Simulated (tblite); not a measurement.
Compound: C5H9O (doublet state).
SMILES with atom numbers: `[CH2:1]/[CH:2]=[CH:3]/[CH2:4][O:5][CH3:6]` (hydrogens: H7, H8 on C1; H9 on C2; H10 on C3; H11, H12 on C4; H13, H14, H15 on C6)

Structure optimised with GFN2-xTB, isolated species. This method treats the open shell by occupation alone, without spin polarisation.

Problem. What internal coordinates does the optimisation give?

Solution. 
```
          bond  length (bohr)
         C1–C2          2.586
         C2=C3          2.604
         C3–C4          2.815
         C4–O5          2.674
         O5–C6          2.656
         C1–H7          2.033
         C1–H8          2.030
         C2–H9          2.049
        C3–H10          2.041
C4–H11, C4–H12          2.080
C6–H13, C6–H14          2.064
        C6–H15          2.074
```

Bonds in one row agree within 0.02 bohr and their mean is given. A selection of angles:
```
     angle  degrees
  C2–C1–H7    121.0
  C2–C1–H8    121.6
  H7–C1–H8    117.4
  C1–C2–C3    124.4
  C1–C2–H9    118.2
  C3–C2–H9    117.4
  C2–C3–C4    123.9
 C2–C3–H10    120.0
 C4–C3–H10    116.1
  C3–C4–O5    113.5
 C3–C4–H11    110.0
 O5–C4–H11    104.2
 O5–C4–H12    110.2
H11–C4–H12    108.3
  C4–O5–C6    113.1
 O5–C6–H13    111.6
 O5–C6–H14    106.5
H13–C6–H14    109.6
```

Dihedral angles: C1–C2–C3–C4 179° (antiperiplanar); C2–C3–C4–O5 138° (anticlinal); C3–C4–O5–C6 -67° (synclinal). The mirror-image conformer, all signs reversed, is as good.

C1 (carbon bonded to C and 2 H) is planar (angles 121.6°, 121.0° and 117.4°, sum 360.0°, 0.00 Å off the plane of its three neighbours). C3 (carbon bonded to 2 C and H) is planar (angles 123.9°, 120.0° and 116.1°, sum 360.0°, 0.00 Å off the plane of its three neighbours). The C–C distances run from 1.369 Å (C1–C2, drawn single in one of several resonance forms) to 1.490 Å (C3–C4, drawn single), a spread of 0.121 Å. Of the pairs four or more bonds apart, C3···H13 is among the closest relative to their van der Waals radii: 2.66 Å, 92 % of the sum of Bondi's values. C2 (carbon bonded to 2 C and H) is planar (angles 124.4°, 118.2° and 117.4°, sum 360.0°, 0.00 Å off the plane of its three neighbours).

Point group: C1 (no symmetry element, even within 0.4 Å). Its GFN2-xTB frequencies are all real (lowest 51 cm⁻¹). Torsions: H–C1–C2–C3 0° and 180°, C2–C3–C4–O5 138°, C3–C4–O5–C6 -67°. 2 starts were optimised and ended at 0.00 and 0.85 kcal/mol (GFN2-xTB); the lowest of these is shown.

On an Arm Neoverse V1 with one thread, shared host with 32 logical CPUs at a one-minute load of 9.8, this took 0.49 s wall. These figures are those of the optimisation.

All values are computed, not measured.
